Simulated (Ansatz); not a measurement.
Compare A (`OCCCO`) with its isomer B (`COCOC`).

Gas-phase electronic energies from Ansatz, PBE0-D4/def2-TZVP geometries. CCSD(T)/CBS is the MP2 limit (def2-TZVPP, def2-QZVPP) plus CCSD(T) − MP2 in def2-TZVPP, frozen cores. Functionals use def2-TZVPP. Each species was taken in one conformer, which may not be the lowest.

(1) Which is lower in electronic energy at CCSD(T)/CBS, and by how much? (Estimate.)

(2) Give E(B) − E(A) in kJ/mol with B2PLYP, BLYP-D4, PBE0-D4, CCSD/def2-TZVPP, MP2/def2-TZVPP, LDA (SPW92), r2SCAN-D4. (Estimate.)

(3) Does the order hold for the free energy at 298.15 K (harmonic terms from PBE0-D4)? (Estimate.)

Largest T1 diagnostic: 0.011.

## Answers

(1) Ansatz gave: A, by 54.0 kJ/mol.

(2) The calculation gave: B2PLYP 44.1, BLYP-D4 35.7, PBE0-D4 49.6, CCSD/def2-TZVPP 49.4, MP2/def2-TZVPP 54.3, LDA (SPW92) 44.9, r2SCAN-D4 43.7. None reverses the order clearly.

(3) Computed: Yes: G(B) − G(A) = +54.5 kJ/mol, for one conformer each.

At CCSD(T), def2-SVP lies −17.3 kJ/mol from the extrapolated value and def2-TZVPP −5.3 kJ/mol. From BLYP to BHLYP (50 % exact exchange), in def2-TZVPP and without D4, E(B) − E(A) moves by +5.7 kJ/mol.
